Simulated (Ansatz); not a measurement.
I need a search for lower mean-field states of S2. Use Ansatz's Python interface. Level of theory (for the species named): PBE0, def2-SVP basis, multiplicity 3.

```csv
atom,x (Å),y (Å),z (Å)
S,1.0270,0.0000,0.0000
S,-1.0270,0.0000,0.0000
```

The script, `run_states.py`:
```python
import ansatz as az
from ase import Atoms
import numpy as np


def main() -> None:
    atoms = Atoms(["S", "S"], positions=[
        (1.027, 0.0, 0.0),
        (-1.027, 0.0, 0.0),
    ])
    system = az.Crystal.molecule_from_ase(atoms)
    symbols = [site.symbol for site in system.cartesian_sites]

    start = np.array([site.position_ang for site in system.cartesian_sites])
    for factor in [1.0, 1.25, 1.6]:
        xyz = (start - start.mean(axis=0)) * factor
        scaled = az.Crystal.molecule()
        for symbol, place in zip(symbols, xyz):
            scaled = scaled.atom(symbol, place.tolist())
        base = scaled.calculation().basis(gaussian="def2-SVP").functional("PBE0").spin("collinear", total=2)
        for search in ("off", "standard"):
            try:
                report = base.scf(lower_state_search=search).run().report
            except az.AnsatzError as error:
                print(f"x{factor} search {search}: {type(error).__name__}")
                continue
            state = report["mean_field"]["state"]
            print(f"all distances x{factor}, search {search:8s} E = {report['free_energy_ev']:.5f} eV  <S^2> = {abs(state['spin_squared']):.3f}  other states met: {len(report['mean_field']['others'])}")


if __name__ == "__main__":
    main()
```

```console
$ python run_states.py
all distances x1.0, search off      E = -21655.53896 eV  <S^2> = 2.005  other states met: 0
all distances x1.0, search standard E = -21655.53896 eV  <S^2> = 2.005  other states met: 0
all distances x1.25, search off      E = -21653.07406 eV  <S^2> = 2.004  other states met: 0
all distances x1.25, search standard E = -21653.10968 eV  <S^2> = 2.004  other states met: 6
all distances x1.6, search off      E = -21651.32612 eV  <S^2> = 2.780  other states met: 0
all distances x1.6, search standard E = -21651.32612 eV  <S^2> = 2.780  other states met: 18
```

What to keep in mind:
- Total energies depend on the basis set; only differences at equal settings carry meaning.
- The count of other states can hold repeated and symmetry-equivalent ends of the search; scaling all distances is a test, and for more than two atoms no physical path.
- The run takes the species as open-shell (spin multiplicity 3), which needn't be its ground state.
- The expectation value of S² is noticeably off S(S+1) in at least one run, so that state is spin-contaminated.
- The spin state was assumed, and another may lie lower.
- The whole script took 13 s on 1 thread of Arm Neoverse V2, with other jobs on the host, peak memory 0.17 GiB.
